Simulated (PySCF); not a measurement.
PySCF input (r2SCAN/def2-TZVP):

```python
import numpy as np, basis_set_exchange as bse
from pyscf import gto, scf, dft, df

basis = {'C': gto.basis.parse(bse.get_basis('def2-TZVP', elements=['C'], fmt='nwchem')), 'H': gto.basis.parse(bse.get_basis('def2-TZVP', elements=['H'], fmt='nwchem')), 'N': gto.basis.parse(bse.get_basis('def2-TZVP', elements=['N'], fmt='nwchem'))}
mol = gto.M(
    atom='''
    C    -0.00000000   -0.00000000   -0.49689011
    N     0.00000000    0.00000000    0.64927938
    H    -0.00000000   -0.00000000   -1.56361504
    ''',
    basis=basis,
    charge=0,
    verbose=4,
    max_memory=2160,
)
mf = dft.RKS(mol, xc='r2scan')
mf = mf.density_fit(auxbasis=df.autoaux(mol))
mf.conv_tol = 1e-9
mf.max_cycle = 100
mf.grids.atom_grid = (99, 590)
mf.grids.prune = None
print('smallest overlap eigenvalue', np.linalg.eigvalsh(mol.intor('int1e_ovlp'))[0])
mf.kernel()
dip = mf.dip_moment()
```

Output:

```
PySCF version 2.14.0

[INPUT] verbose = 4
[INPUT] num. atoms = 3
[INPUT] num. electrons = 14
[INPUT] charge = 0
[INPUT] spin (= nelec alpha-beta = 2S) = 0
[INPUT] symmetry False subgroup None
[INPUT] Mole.unit = angstrom
[INPUT] Symbol           X                Y                Z      unit          X                Y                Z       unit  Magmom
[INPUT]  1 C      0.000000000000   0.000000000000  -0.496890110000 AA    0.000000000000   0.000000000000  -0.938986221905 Bohr   0.0
[INPUT]  2 N      0.000000000000   0.000000000000   0.649279380000 AA    0.000000000000   0.000000000000   1.226960206527 Bohr   0.0
[INPUT]  3 H      0.000000000000   0.000000000000  -1.563615040000 AA    0.000000000000   0.000000000000  -2.954804189851 Bohr   0.0

nuclear repulsion = 24.0414551204057
number of shells = 26
number of NR pGTOs = 100
number of NR cGTOs = 68
basis = {'C': [[0, [13575.349682, 0.00022245814352], [2035.233368, 0.0017232738252], [463.22562359, 0.0089255715314], [131.20019598, 0.035727984502], [42.853015891, 0.11076259931], [15.584185766, 0.24295627626]], [0, [6.2067138508, 0.41440263448], [2.5764896527, 0.23744968655]], [0, [0.57696339419, 1.0]], [0, [0.22972831358, 1.0]], [0, [0.095164440028, 1.0]], [1, [34.697232244, 0.0053333657805], [7.9582622826, 0.035864109092], [2.3780826883, 0.14215873329], [0.81433208183, 0.34270471845]], [1, [0.28887547253, 0.46445822433]], [1, [0.10056823671, 0.24955789874]], [2, [1.097, 1.0]], [2, [0.318, 1.0]], [3, [0.761, 1.0]]], 'H': [[0, [34.061341, 0.0060251978], [5.1235746, 0.045021094], [1.1646626, 0.20189726]], [0, [0.32723041, 1.0]], [0, [0.10307241, 1.0]], [1, [0.8, 1.0]]], 'N': [[0, [19730.800647, 0.00021887984991], [2957.8958745, 0.0016960708803], [673.22133595, 0.0087954603538], [190.68249494, 0.035359382605], [62.295441898, 0.11095789217], [22.654161182, 0.24982972552]], [0, [8.9791477428, 0.40623896148], [3.686300237, 0.24338217176]], [0, [0.84660076805, 1.0]], [0, [0.33647133771, 1.0]], [0, [0.13647653675, 1.0]], [1, [49.20038051, 0.0055552416751], [11.346790537, 0.038052379723], [3.4273972411, 0.14953671029], [1.1785525134, 0.3494930523]], [1, [0.41642204972, 0.45843153697]], [1, [0.14260826011, 0.24428771672]], [2, [1.654, 1.0]], [2, [0.469, 1.0]], [3, [1.093, 1.0]]]}
ecp = {}
ETB for C: l = 0, exps = 0.190328880056 * 1.8^n , n = 0..15
ETB for C: l = 1, exps = 0.195732676738 * 1.8^n , n = 0..12
ETB for C: l = 2, exps = 0.20113647342 * 1.8^n , n = 0..11
ETB for C: l = 3, exps = 0.41856823671 * 2.2^n , n = 0..6
ETB for C: l = 4, exps = 0.636 * 2.2^n , n = 0..2
ETB for H: l = 0, exps = 0.20614482 * 1.8^n , n = 0..10
ETB for H: l = 1, exps = 0.90307241 * 2^n , n = 0..2
ETB for H: l = 2, exps = 1.6 * 2.2^n , n = 0..0
ETB for N: l = 0, exps = 0.2729530735 * 1.8^n , n = 0..15
ETB for N: l = 1, exps = 0.27908479686 * 1.8^n , n = 0..12
ETB for N: l = 2, exps = 0.28521652022 * 1.8^n , n = 0..11
ETB for N: l = 3, exps = 0.6116082601099999 * 2.2^n , n = 0..6
ETB for N: l = 4, exps = 0.938 * 2.2^n , n = 0..2
smallest overlap eigenvalue 0.0004385027588520691

******** <class 'pyscf.df.df_jk.DFRKS'> ********
method = DFRKS
initial guess = minao
damping factor = 0
level_shift factor = 0
DIIS = <class 'pyscf.scf.diis.CDIIS'>
diis_start_cycle = 1
diis_space = 8
diis_damp = 0
SCF conv_tol = 1e-09
SCF conv_tol_grad = None
SCF max_cycles = 100
direct_scf = False
XC library pyscf.dft.libxc version 7.1.2
    S. Lehtola, C. Steigemann, M. J. T. Oliveira, and M. A. L. Marques,  SoftwareX 7, 1–5 (2018)
XC functionals = r2scan
    J. W. Furness, A. D. Kaplan, J. Ning, J. P. Perdew, and J. Sun,  J. Phys. Chem. Lett. 11, 8208–8215 (2020)
    J. W. Furness, A. D. Kaplan, J. Ning, J. P. Perdew, and J. Sun,  J. Phys. Chem. Lett. 11, 9248–9248 (2020)
    J. W. Furness, A. D. Kaplan, J. Ning, J. P. Perdew, and J. Sun,  J. Phys. Chem. Lett. 11, 8208–8215 (2020)
    J. W. Furness, A. D. Kaplan, J. Ning, J. P. Perdew, and J. Sun,  J. Phys. Chem. Lett. 11, 9248–9248 (2020)
radial grids:
    Treutler-Ahlrichs [JCP 102, 346 (1995); DOI:10.1063/1.469408] (M4) radial grids

becke partition: Becke, JCP 88, 2547 (1988); DOI:10.1063/1.454033
pruning grids: None
grids dens level: 3
symmetrized grids: False
atomic radii adjust function: <function treutler_atomic_radii_adjust>
User specified grid scheme (99, 590)
small_rho_cutoff = 0
Set gradient conv threshold to 3.16228e-05
Initial guess from minao.
tot grids = 175232
init E= -93.502187453286
  HOMO = -0.39475312781852  LUMO = -0.0513802883929591  gap/eV = 9.34365
cycle= 1 E= -93.3700123225162  delta_E= 0.132  |g|= 0.369  |ddm|= 1.44
  HOMO = -0.244104078044117  LUMO = 0.0286926015086243  gap/eV = 7.42318
cycle= 2 E= -93.1689018740452  delta_E= 0.201  |g|= 0.986  |ddm|= 0.754
  HOMO = -0.324609646428829  LUMO = -0.00551188300418316  gap/eV = 8.68309
cycle= 3 E= -93.401285893756  delta_E= -0.232  |g|= 0.112  |ddm|= 0.546
  HOMO = -0.344699959177378  LUMO = -0.0211317896152908  gap/eV = 8.80474
cycle= 4 E= -93.4041264358782  delta_E= -0.00284  |g|= 0.0155  |ddm|= 0.0708
  HOMO = -0.342513599347454  LUMO = -0.0195383411785758  gap/eV = 8.78860
cycle= 5 E= -93.4041816537841  delta_E= -5.52e-05  |g|= 0.000509  |ddm|= 0.0128
  HOMO = -0.342565873538442  LUMO = -0.0195582159345865  gap/eV = 8.78949
cycle= 6 E= -93.4041817059692  delta_E= -5.22e-08  |g|= 0.000166  |ddm|= 0.000921
  HOMO = -0.342589362896884  LUMO = -0.0195829639189739  gap/eV = 8.78945
cycle= 7 E= -93.4041817121091  delta_E= -6.14e-09  |g|= 1.67e-05  |ddm|= 0.000219
  HOMO = -0.34258916496709  LUMO = -0.0195818204288353  gap/eV = 8.78948
cycle= 8 E= -93.4041817121839  delta_E= -7.48e-11  |g|= 2.04e-06  |ddm|= 3.9e-05
  HOMO = -0.342589222181127  LUMO = -0.0195820683235852  gap/eV = 8.78947
Extra cycle  E= -93.4041817121793  delta_E= 4.63e-12  |g|= 5.04e-06  |ddm|= 4.66e-06
converged SCF energy = -93.4041817121793
Dipole moment(X, Y, Z, Debye): -0.00000,  0.00000, -3.02230
```
